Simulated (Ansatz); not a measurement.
**How far each method lies from UCCSDT(Q) for CH3⁺, triplet**

Geometry: a PBE0/def2-TZVP stationary point for this spin, not checked as a minimum. The singlet lies 2.1 eV lower here.

```yaml
atoms:
  - { symbol: C, position_ang: [0.0000, 0.0000, 0.0548] }
  - { symbol: H, position_ang: [0.0000, 0.6835, -0.8953] }
  - { symbol: H, position_ang: [0.0000, 0.0000, 1.1377] }
  - { symbol: H, position_ang: [0.0000, -0.6835, -0.8953] }
```

Basis cc-pVTZ; Ansatz 0.2.0. Only valence electrons are correlated (noble-gas cores frozen), which leaves 6 electrons in 71 orbitals. Prefix R: restricted or restricted open-shell reference; prefix U: unrestricted. Active spaces: valence = (6e, 7o) chosen from the atoms' valence shells.

Full CI isn't at hand for all of this; UCCSDT(Q) serves as the reference, and is uncertain by about the last step of the cluster series. The frozen core follows each run's orbitals, which can shift R against U totals by a few meV.

* UHF ⟨S²⟩: 2.020
* T1 diagnostic (RCCSD): 0.0199
* largest doubles amplitude (RCCSD): 0.036
* T1 diagnostic (UCCSD): 0.0101

```json
{"level": "UHF", "E − E(RHF) (eV)": "-0.2031"}
{"level": "RMP2", "E − E(RHF) (eV)": "-3.5264"}
{"level": "UMP2", "E − E(RHF) (eV)": "-3.5141"}
{"level": "RCCSD", "E − E(RHF) (eV)": "-4.0662"}
{"level": "UCCSD", "E − E(RHF) (eV)": "-4.0717"}
{"level": "RCCSD(T)", "E − E(RHF) (eV)": "-4.1703"}
{"level": "UCCSD(T)", "E − E(RHF) (eV)": "-4.1716"}
```

Task: Estimate how far UCCSDT(Q) in cc-pVTZ lies from RCCSD(T). The table doesn't fix it; the size of (T) and the diagnostics are the guide.

Result: UCCSDT(Q) in cc-pVTZ lies 1.8 kJ/mol below RCCSD(T), which is 18 % of the (T) step (-10.0 kJ/mol). The diagnostics are small and one determinant leads, so the series closes fast and only a small part of (T) is left.

The other levels:

```
                   level  E − E(UCCSDT(Q)) (kJ/mol)  share of correlation (%)  wall time
                 BCCD(T)                        1.8                     99.55      1.9 s
                  RCCSDT                        0.4                     99.90          –
                  UCCSDT                        0.2                     99.94          –
               RCCSDT(Q)                        0.2                     99.96       42 s
  CASSCF (valence space)                      262.2                     35.13          –
  NEVPT2 (valence space)                       49.1                     87.86      1.4 s
  MRCISD (valence space)                       10.1                     97.49          –
MRCISD+Q (valence space)                        1.6                     99.60      2.4 s
```

The correlation energy at UCCSDT(Q), counted from RHF, is -4.189 eV. That run took 40 s on 1 thread of Intel Xeon, shared host.

Times hold each run's SCF and search for its determinant on a shared host, so for small cases they say little of a method's own cost; they ran on 1 thread of Intel Xeon.

Natural occupations of CASSCF (valence space) about the gap: 1.974 1.969 1.000 0.998 0.030 0.015 0.014; effectively unpaired electrons, Σ n²(2−n)², 2.01.
